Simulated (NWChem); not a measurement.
# formaldehyde (CH₂O) in NWChem

```xyz
4

C      0.0000     0.0000     0.5228
O      0.0000     0.0000    -0.6733
H     -0.9444     0.0000     1.1247
H      0.9444     0.0000     1.1247
```
Charge 0, spin multiplicity 1.

Program: NWChem. The geometry was optimised at PBE0/def2-SVP, a minimum by its harmonic frequencies.

Symmetry labels belong to the abelian group C2v used in the runs, with the axes of the coordinates shown.

The correlated methods keep 2 core orbitals frozen.

Problem. List the 4 singlet excitations that EOM-CCSD/def2-SVPD, 2 core orbitals frozen gives, with oscillator strengths.

Solution. 
```
state  symmetry  energy (eV)  wavelength (nm)      f
-----  --------  -----------  ---------------  -----
1            a2         4.14              300  0.000
2            b1         7.59              163  0.028
3            a1         9.22              135  0.128
4            b2         9.53              130  0.001
```
These are the lowest roots of each symmetry, so higher states are missing between them.
